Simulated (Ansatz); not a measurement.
1T (CdI2-type) TiS2 was calculated with PBE-D4 in Ansatz (plane waves, PAW).

Rigid layers of the crystal as relaxed at this level are moved apart or together:

| run | k mesh | layer repeat (Å) | energy against free layers (meV/Å²) | gap on the mesh (eV) |
|---|---|---|---|---|
| 1 | 12×12×6 | 5.4 | -21.45 | 0.000 |
| 2 | 12×12×6 | 5.55 | -22.99 | 0.000 |
| 3 | 12×12×6 | 5.7 | -23.06 | 0.000 |
| 4 | 12×12×6 | 5.9 | -21.94 | 0.000 |
| 5 | 12×12×6 | 6.2 | -18.83 | 0.000 |
| 6 | 12×12×6 | 6.7 | -13.21 | 0.000 |
| 7 | 12×12×6 | 7.7 | -5.91 | 0.000 |
| 8 | 12×12×4 | 9.7 | -1.50 | 0.000 |

The lowest energy of these points lies at a layer repeat of 5.70 Å.

Ansatz is a first-principles code.
